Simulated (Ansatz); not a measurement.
**CH2F (SMILES [CH2]F): levels of theory compared**

Wanted: a comparison of 6 runs (UHF/STO-3G, U-r2SCAN0/STO-3G, UPBE/STO-3G, USVWN5/STO-3G, UBCCD(T)/STO-3G, UCCSD/STO-3G) of CH2F. 

The calculation is run with Ansatz 0.2.0.

47 further runs of the same task are left out: 47 set aside as unsound or not needed.

## 1. The system as given

CH2F: 4 atoms, total charge 0, spin state doublet. SMILES: `[CH2]F`. The H4–C1 distance was set to 1.623 Å, away from the relaxed value. At this shape a bond of the SMILES string is far longer than usual.

Bond lengths: C1–F2 1.331 Å, C1–H3 1.082 Å. Angles: F2–C1–H3 115.1°. A long bond or contact: C1–H4 1.623 Å.

## 2. A single-point energy at UHF/STO-3G (run 1)

File molecule.yaml:

```yaml
crystal:
  periodic: [false, false, false]
  atoms:
    - {symbol: C, position_ang: [-0.058648, 0.467922, -0.256143]}
    - {symbol: F, position_ang: [0.921452, 1.219522, 0.239557]}
    - {symbol: H, position_ang: [-0.975448, 0.997822, -0.477543]}
    - {symbol: H, position_ang: [0.027000, -1.108700, 0.119000]}
basis:
  gaussian:
    orbitals: STO-3G
magnetization:
  spin_polarized: true
  initial_magnetization: 1
hamiltonian:
  xc: hf
accuracy: high
```

Run with:

```console
ansatz run molecule.yaml --threads 1 --pin off --max-ram 2610MiB --events-out events.jsonl --progress --plain --runs-dir runs
```

Standard output:

```text
Warning: RAYON_NUM_THREADS=1 ignored (pool sized by the plan → 1); use --threads N
Functional definition: HF
  name "HF"
  exchange = exact_x
  correlation = 0
186 factors; integrals over basis functions are off by at most 1.3e-8 eV
mean field evaluation 1: about -3710.4796 eV, gradient 1.1e1 eV
mean field evaluation 2: about -3710.5522 eV, gradient 1.1e1 eV
mean field evaluation 4: about -3711.9282 eV, gradient 2.0e0 eV
mean field evaluation 8: about -3712.0925 eV, gradient 8.6e-1 eV
mean field evaluation 16: about -3712.3188 eV, gradient 1.0e-3 eV
mean field -3712.31876540 eV, -136.4251983285 hartree, gradient 3.0e-8 eV, S^2 1.039276; 0 other end points of the search recorded, 0 dependent functions left out
reference -3712.31876540 eV, -136.4251983285 hartree; 9, 8 occupied and 3, 4 virtual orbitals, 186 factors
Total energy: -3712.31876540 eV, -136.4251983285 hartree
```

Run time: 0.06 s. Hardware: 1 thread of Arm Neoverse V2, shared host.

## 3. The energy at U-r2SCAN0/STO-3G (run 2)

File in.yaml:

```yaml
crystal:
  periodic: [false, false, false]
  atoms:
    - symbol: C
      position_ang: [-0.058648, 0.467922, -0.256143]
    - symbol: F
      position_ang: [0.921452, 1.219522, 0.239557]
    - symbol: H
      position_ang: [-0.975448, 0.997822, -0.477543]
    - symbol: H
      position_ang: [0.027000, -1.108700, 0.119000]
basis:
  gaussian:
    orbitals: STO-3G
magnetization:
  spin_polarized: true
  initial_magnetization: 1
hamiltonian:
  xc: {name: r2SCAN0}
accuracy: high
```

Run with:

```console
ansatz run in.yaml --threads 1 --pin off --max-ram 2610MiB --events-out events.jsonl --progress --plain --runs-dir runs
```

Standard output:

```text
Warning: RAYON_NUM_THREADS=1 ignored (pool sized by the plan → 1); use --threads N
Functional definition: r2SCAN0
  name "r2SCAN0"
  parameter a = 0.25
  parameter k0 = 0.174
  parameter k1 = 0.065
  parameter a1 = 4.9479
  exchange = (1 - a)*r2scan_x(k0 = k0, k1 = k1, a1 = a1) + a*exact_x
  correlation = r2scan_c
186 factors; integrals over basis functions are off by at most 1.3e-8 eV
mean field evaluation 1: about -3727.3125 eV, gradient 5.3e0 eV
mean field evaluation 2: about -3727.5984 eV, gradient 3.6e0 eV
mean field evaluation 4: about -3727.7426 eV, gradient 4.8e-1 eV
mean field evaluation 8: about -3727.7120 eV, gradient 8.2e-2 eV
mean field evaluation 16: about -3727.7126 eV, gradient 1.9e-5 eV
mean field -3727.71262478 eV, -136.9909122263 hartree, gradient 8.9e-8 eV, S^2 0.771468; 0 other end points of the search recorded, 0 dependent functions left out
reference -3727.71262524 eV, -136.9909122432 hartree; 9, 8 occupied and 3, 4 virtual orbitals, 186 factors
Total energy: -3727.71262524 eV, -136.9909122432 hartree
```

Run time: 2.1 s. Hardware: 1 thread of Arm Neoverse V2, shared host; peak memory 0.17 GiB.

Runs 3 to 4 aren't shown in full; the table further down has their settings and results.

## 4. The energy at UBCCD(T)/STO-3G (run 5)

File in.yaml:

```yaml
basis:
  gaussian: {orbitals: STO-3G}
crystal:
  periodic: [false, false, false]
  atoms:
    - {symbol: C, position_ang: [-0.058648, 0.467922, -0.256143]}
    - {symbol: F, position_ang: [0.921452, 1.219522, 0.239557]}
    - {symbol: H, position_ang: [-0.975448, 0.997822, -0.477543]}
    - {symbol: H, position_ang: [0.027000, -1.108700, 0.119000]}
magnetization: {spin_polarized: true, initial_magnetization: 1}
correlation: {method: bccd_t, frozen_orbitals: {C: 1, F: 1, H: 0}}
accuracy: high
scf: {omitted_lower_state_checks: [cluster_reference, increment]}
```

Run with:

```console
ansatz run in.yaml --threads 1 --pin off --max-ram 2610MiB --events-out events.jsonl --progress --plain --runs-dir runs
```

Standard output (excerpt; [...] marks lines left out):

```text
Warning: RAYON_NUM_THREADS=1 ignored (pool sized by the plan → 1); use --threads N
[... 2 set-up lines as earlier in the session ...]
[...]
186 factors; integrals over basis functions are off by at most 1.3e-8 eV
[...]
mean field -3712.31876540 eV, -136.4251983285 hartree, gradient 3.0e-8 eV, S^2 1.039276; 0 other end points of the search recorded, 0 dependent functions left out
2 core orbitals not correlated: weight in the atoms' cores, before any rotation towards them, 1.000 or more for the frozen orbitals, at most 0.000 for the correlated occupied ones
reference -3712.31876540 eV, -136.4251983285 hartree; 7, 6 occupied and 3, 4 virtual orbitals, 186 factors
second order -1.58706823 eV of doubles, -0.00000000 eV of singles
cycle   1  -2.04658455 eV  change   -4.6e-1 eV  update   8.0e-2
[...]
cycle  32  -2.74567336 eV  change   -1.0e-9 eV  update  4.7e-10
perturbative correction -0.08977898 eV, -0.0032993165 hartree
Total energy: -3715.15421774 eV, -136.5293992801 hartree
Checks for a lower state left out: cluster_reference, increment
```

Run time: 0.16 s. Hardware: 1 thread of Arm Neoverse V2, shared host.

## 5. The energy at UCCSD/STO-3G (run 6)

File run.yaml:

```yaml
crystal:
  periodic: [false, false, false]
  atoms:
    - {symbol: C, position_ang: [-0.058648, 0.467922, -0.256143]}
    - {symbol: F, position_ang: [0.921452, 1.219522, 0.239557]}
    - {symbol: H, position_ang: [-0.975448, 0.997822, -0.477543]}
    - {symbol: H, position_ang: [0.027000, -1.108700, 0.119000]}
basis:
  gaussian: {orbitals: STO-3G}
magnetization: {spin_polarized: true, initial_magnetization: 1}
correlation: {method: ccsd, frozen_orbitals: {C: 1, F: 1, H: 0}}
accuracy: high
scf: {omitted_lower_state_checks: [cluster_reference, increment]}
```

Run with:

```console
ansatz run run.yaml --threads 1 --pin off --max-ram 2610MiB --events-out events.jsonl --progress --plain --runs-dir runs
```

Standard output (excerpt; [...] marks lines left out):

```text
Warning: RAYON_NUM_THREADS=1 ignored (pool sized by the plan → 1); use --threads N
[... 2 set-up lines as earlier in the session ...]
[...]
186 factors; integrals over basis functions are off by at most 1.3e-8 eV
[...]
mean field -3712.31876540 eV, -136.4251983285 hartree, gradient 3.0e-8 eV, S^2 1.039276; 0 other end points of the search recorded, 0 dependent functions left out
2 core orbitals not correlated: weight in the atoms' cores, before any rotation towards them, 1.000 or more for the frozen orbitals, at most 0.000 for the correlated occupied ones
reference -3712.31876540 eV, -136.4251983285 hartree; 7, 6 occupied and 3, 4 virtual orbitals, 186 factors
second order -1.58706823 eV of doubles, -0.00000000 eV of singles
cycle   1  -2.01050665 eV  change   -4.2e-1 eV  update   8.0e-2
[...]
cycle  33  -2.75880271 eV  change   8.3e-10 eV  update  1.5e-10
Total energy: -3715.07756811 eV, -136.5265824581 hartree
Checks for a lower state left out: cluster_reference, increment
```

It took 0.12 s on 1 thread of Arm Neoverse V2, shared host.

## 6. All runs side by side

```
run             level  frozen core orbitals  energy (Eh)   ⟨S²⟩  wall time
  1        UHF/STO-3G                     –  -136.425198  1.039     0.06 s
  2  U-r2SCAN0/STO-3G                     –  -136.990912  0.771      2.1 s
  3       UPBE/STO-3G                     –  -136.901895  0.754      0.8 s
  4     USVWN5/STO-3G                     –  -136.011528  0.754      0.5 s
  5   UBCCD(T)/STO-3G                     2  -136.529399  1.039     0.16 s
  6      UCCSD/STO-3G                     2  -136.526582  1.039     0.12 s
```

## 7. Outcome

| quantity | value |
| --- | --- |
| run 6: total energy | -136.52658 Eh |
| run 6: correlation energy (2 core orbitals frozen) | -101.4 mEh |
| run 6: ⟨S²⟩ of the reference determinant | 1.039 |
| run 6: T1 diagnostic | 0.049 |

Below the UHF energy at the same shape and in the same basis (STO-3G): UBCCD(T) -104.2 mEh; UCCSD -101.4 mEh. Totals of different functionals can't be ranked against each other. In runs 1, 2, 3, 4, 5, 6 the basis is minimal, so the values are rough. Spin contamination of the reference: run 1 ⟨S²⟩ = 1.04, run 5 ⟨S²⟩ = 1.04, run 6 ⟨S²⟩ = 1.04. All runs together took 3.7 s, the longest 2.1 s.
